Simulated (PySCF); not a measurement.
# `Clc1cpco1`, C3H2ClOP

Molfile (atoms numbered from 1):
```
C3H2ClOP
     RDKit          3D

  8  8  0  0  0  0  0  0  0  0999 V2000
    2.2846   -1.2372   -0.0622 Cl  0  0  0  0  0  0  0  0  0  0  0  0
    0.8054   -0.3809   -0.0294 C   0  0  0  0  0  0  0  0  0  0  0  0
    0.6137    0.9566   -0.1465 C   0  0  0  0  0  0  0  0  0  0  0  0
   -1.1119    1.3340   -0.0464 P   0  0  0  0  0  0  0  0  0  0  0  0
   -1.3846   -0.3416    0.1411 C   0  0  0  0  0  0  0  0  0  0  0  0
   -0.2904   -1.1207    0.1310 O   0  0  0  0  0  0  0  0  0  0  0  0
    1.4054    1.6678   -0.2797 H   0  0  0  0  0  0  0  0  0  0  0  0
   -2.3131   -0.8687    0.2674 H   0  0  0  0  0  0  0  0  0  0  0  0
  1  2  1  0
  2  3  2  0
  3  4  1  0
  4  5  2  0
  5  6  1  0
  6  2  1  0
  3  7  1  0
  5  8  1  0
M  END
```

Level of theory: PySCF 2.14.0, GIAO mPW1PW91/pcSseg-0 magnetisability, rotational g tensor and spin-rotation constants, non-relativistic, gas phase. Geometry: GFN2-xTB.

**Question.** What are the magnetisability and the molar susceptibility?

**Answer.** Isotropic -1181 × 10⁻³⁰ J/T², or -71.1 × 10⁻⁶ cm³/mol; principal values -1633, -996, -913 × 10⁻³⁰ J/T², anisotropy 683 × 10⁻³⁰ J/T² (root of half the summed squared differences of the principal values). The susceptibility is in cgs units.

**Question.** Split it along the inertial axes a, b, c into diamagnetic and paramagnetic parts about the centre of mass, with the quadrupole moment.

**Answer.** 
```tsv
axis	χ (10⁻⁶ cm³/mol)	diamagnetic (10⁻⁶ cm³/mol)	paramagnetic (10⁻⁶ cm³/mol)	summed x² of all electrons (Å²)	quadrupole Θ (D Å)
a	-59.9	-244.3	184.3	172.9	-3.35
b	-55.0	-777.8	722.8	47.1	+5.34
c	-98.4	-933.1	834.8	10.5	-1.99
```
Anisotropies 2χaa − χbb − χcc = +33.5 and 2χbb − χaa − χcc = +48.3 × 10⁻⁶ cm³/mol. Θ is traceless in Buckingham's convention.

**Question.** And the rotational g tensor?

**Answer.** 
| axis | rotational constant (GHz) | g | nuclear part | electronic part |
| --- | --- | --- | --- | --- |
| a | 7.5681 | -0.0877 | 0.5676 | -0.6553 |
| b | 1.5321 | -0.0250 | 0.4953 | -0.5203 |
| c | 1.2742 | +0.0078 | 0.5075 | -0.4997 |

Asymmetric top; isotopes 12C, 35Cl, 1H, 16O, 31P; no vibrational averaging.
